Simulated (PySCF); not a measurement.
Rows and methods have been separated. Pair them.

Species: C4H11OP.
SMILES: `CC[PH](=O)CC`

The closed-shell ground state was solved 6 times with PySCF (density fitting, gas phase), always with PBE0, in these basis sets: 6-311+G(2d,p), 6-31G, 6-31G*, STO-3G, def2-SVP and def2-TZVP. Isolated species at its PBE0-D3(BJ)/def2-SVP geometry (one conformer only).

| row | total energy (Eh) | HOMO (eV) | LUMO (eV) | dipole (D) |
| --- | --- | --- | --- | --- |
| P | -568.3844 | -2.29 | 7.33 | 2.93 |
| Q | -575.3575 | -7.53 | 0.81 | 4.26 |
| R | -575.2153 | -7.24 | 1.80 | 4.17 |
| S | -574.9580 | -7.28 | 1.37 | 4.10 |
| T | -575.0576 | -7.03 | 1.88 | 4.83 |
| U | -575.3315 | -7.57 | -0.01 | 4.38 |

Question: Which basis belongs to which row?

Answer: P = STO-3G, Q = def2-TZVP, R = 6-31G*, S = def2-SVP, T = 6-31G, U = 6-311+G(2d,p). From the lowest total energy up: def2-TZVP (258 functions) 0 eV; 6-311+G(2d,p) (236 functions) +0.71 eV; 6-31G* (110 functions) +3.87 eV; 6-31G (80 functions) +8.16 eV; def2-SVP (143 functions) +10.87 eV; STO-3G (45 functions) +189.75 eV.

The values belong to the conformer `[CH3:1][CH2:2][PH:3](=[O:4])[CH2:5][CH3:6]`: C1–C2–P3–O4 -175°, C2–P3–C5–C6 175°.
